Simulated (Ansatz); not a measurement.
hcp Lu was calculated with PBEsol (PAW; Ansatz, a program for electronic structure).

A relaxed, unreconstructed slab of the (11-20) face has 16 atoms, two equal faces of 32.008 Å² each and an energy of -233778.7364 eV. A bulk cell of 4 atoms with the same orientation and in-plane k mesh has -58445.9424 eV. Energies are extrapolated to zero smearing.

Run with plane-wave cutoff 500 eV, 10×10×1 k mesh (along the axes of the cell as run), Fermi–Dirac smearing 0.1 eV, scalar-relativistic PAW data made under PBE.

Worked out: γ = (E_slab − N E_bulk per atom)/2A = [-233778.7364 − 16 × (-58445.9424/4)]/(2 × 32.008) = 0.0786 eV/Å². With 16.022 J/m² per eV/Å² this is 1.26 J/m², or 2.52 eV per surface cell and face.
